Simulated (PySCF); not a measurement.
Compound: 1,1,1-trifluoropropane, C₃H₅F₃.
SMILES with atom numbers: `[CH3:1][CH2:2][C:3]([F:4])([F:5])[F:6]` (hydrogens: H7, H8, H9 on C1; H10, H11 on C2)

Structure used (PBE0-D3(BJ)/def2-SVP), in Å, numbered top down from 1:
```
atom  x, y, z in Å
C1     1.0429    0.7963   -0.0215
C2    -0.4302    0.4402    0.0690
C3    -0.6860   -1.0397   -0.0311
F4    -0.2414   -1.5433   -1.1897
F5    -1.9918   -1.3157    0.0481
F6    -0.0763   -1.7145    0.9520
H7     1.1824    1.8840    0.0452
H8     1.4726    0.4548   -0.9743
H9     1.6125    0.3283    0.7944
H10   -1.0099    0.9178   -0.7354
H11   -0.8665    0.7725    1.0232
```

Jobs on this species (11 atoms, 50 electrons) with PySCF (density fitting). Hardware of each: an Arm Neoverse V1 with one thread, no GPU, shared host. Times come from a shared host and carry two figures at best. Peak memory is the resident size of the whole Python process, interpreter and libraries included.

**Question.** Rank these jobs by wall time, shortest first.
A. PBE0-D3(BJ)/def2-SVP, grid level 1; geometry optimisation from a GFN2-xTB start shaken at random; 109 basis functions
B. delta-SCF UKS SCAN, def2-TZVP on the ionised atom, pcseg-1 elsewhere, spin-free X2C; ΔSCF core ionisation, 4 holes; 126 basis functions
C. delta-SCF UKS HF, pcX-2 on the ionised atom, pcseg-1 elsewhere, spin-free X2C; ΔSCF core ionisation, 4 holes; 140 basis functions

**Answer.** C (13 s), B (21 s), A (36 s).

All jobs:

| level and settings | work | basis functions | SCF cycles | wall time | peak memory |
| --- | --- | --- | --- | --- | --- |
| delta-SCF UKS HF, pcX-2 on the ionised atom, pcseg-1 elsewhere, spin-free X2C | ΔSCF core ionisation, 4 holes | 140 | 57 | 13 s | 0.53 GiB |
| delta-SCF UKS PBE, pcX-2 on the ionised atom, pcseg-1 elsewhere, spin-free X2C | ΔSCF core ionisation, 4 holes | 140 | 63 | 14 s | 0.53 GiB |
| delta-SCF UKS SCAN, pcX-1 on the ionised atom, pcseg-1 elsewhere, spin-free X2C | ΔSCF core ionisation, 4 holes | 119 | 64 | 18 s | 0.53 GiB |
| delta-SCF UKS SCAN, def2-TZVP on the ionised atom, pcseg-1 elsewhere, spin-free X2C | ΔSCF core ionisation, 4 holes | 126 | 64 | 21 s | 0.53 GiB |
| delta-SCF UKS SCAN, pcX-2 on the ionised atom, pcseg-1 elsewhere, non-relativistic | ΔSCF core ionisation, 4 holes | 140 | 66 | 22 s | 0.53 GiB |
| delta-SCF UKS SCAN, pcX-2 on the ionised atom, pcseg-1 elsewhere, spin-free X2C | ΔSCF core ionisation, 4 holes | 140 | 66 | 23 s | 0.48 GiB |
| delta-SCF UKS PBE0, pcX-2 on the ionised atom, pcseg-1 elsewhere, spin-free X2C | ΔSCF core ionisation, 4 holes | 140 | 58 | 24 s | 0.53 GiB |
| delta-SCF UKS B3LYP, pcX-2 on the ionised atom, pcseg-1 elsewhere, spin-free X2C | ΔSCF core ionisation, 4 holes | 140 | 59 | 25 s | 0.55 GiB |
| PBE0-D3(BJ)/def2-SVP, grid level 1 | geometry optimisation from a GFN2-xTB start shaken at random | 109 | 58 | 36 s | 0.45 GiB |

**Question.** What do all jobs in the table cost together?

**Answer.** About 3.3 min; the longest takes about 18 % of that, and about 2.8 times as long as the shortest.
